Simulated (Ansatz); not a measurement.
A series at B: from boron trichloride, ligands are replaced one by one, each step taking up H₂ and setting free HCl; n counts the steps. Ansatz, PBE0-D4/def2-TZVP geometries.

CBS adds triple-zeta CCSD(T) − MP2 to the MP2 limit, frozen cores; atoms without spin–orbit coupling. 

```
n     molecule  atomization energy, CCSD(T)/CBS (kJ/mol)
0  `ClB(Cl)Cl`                                    1349.6
1      `ClBCl`                                         ?
2        `BCl`                                    1247.4
3          BH₃                                    1175.4
```

Task: By hand: fit a straight line y = ȳ + b (n − n̄) to the 3 given rows and predict n = 1.

Result: n̄ = 1.667, ȳ = 1257.47; Σ(n − n̄)(y − ȳ) = -266.33, Σ(n − n̄)² = 4.667, so b = -57.07 kJ/mol a step. Prediction: 1257.47 + (-57.07) × (-0.667) = 1295.5 kJ/mol.

Task: By hand: compare with the computed value, 1307.6 kJ/mol, and give the steps along the whole series.

Result: The line misses by 12.1 kJ/mol (computed minus predicted). Steps: -42.0, -60.2, -72.0 kJ/mol.

The steps grow at each stage, from -42.0 to -72.0 kJ/mol, so the series is curved. The miss is 6.9 % of the series' range. The energies themselves are unsure by some kJ/mol a bond, though much of that is common to the series.
